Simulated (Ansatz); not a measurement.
```yaml
crystal:
  periodic: [false, false, false]
  atoms:
    - {symbol: Cr, position_ang: [0.000000, 0.000000, 0.000000]}
    - {symbol: Si, position_ang: [0.000000, 0.000000, 2.500000]}
basis:
  gaussian: {orbitals: def2-TZVP}
total_charge: 1
magnetization: {spin_polarized: true, initial_magnetization: 3}
hamiltonian: {xc: pbe0}
relax: {f_tol: 0.004, max_steps: 80}
```

```sh
$ ansatz run in.yaml --threads 1 --pin off --events-out ev --progress --plain --max-ram 2176MiB
```

Steps of the relaxation (energy above the last step; positions in Å, forces in eV/Å):

```
2
step 1, 1.1 meV
Cr    0.000    0.000    0.000    0.000    0.000    0.088
Si    0.000    0.000    2.500    0.000    0.000   -0.088
```

```
2
step 2, 0.3 meV
Cr    0.000    0.000    0.006    0.000    0.000    0.043
Si    0.000    0.000    2.494    0.000    0.000   -0.043
```

```
2
step 3, 0.0 meV
Cr    0.000    0.000    0.013    0.000    0.000   -0.003
Si    0.000    0.000    2.487    0.000    0.000    0.003
```

Close pairs at the end: Cr1–Si2 2.475 Å.

A stationary point of unrestricted PBE0 after 3 steps, with ⟨S²⟩ = 5.433 against 3.75 for a pure state. 4 min on 1 thread of AMD EPYC 7571, shared host.
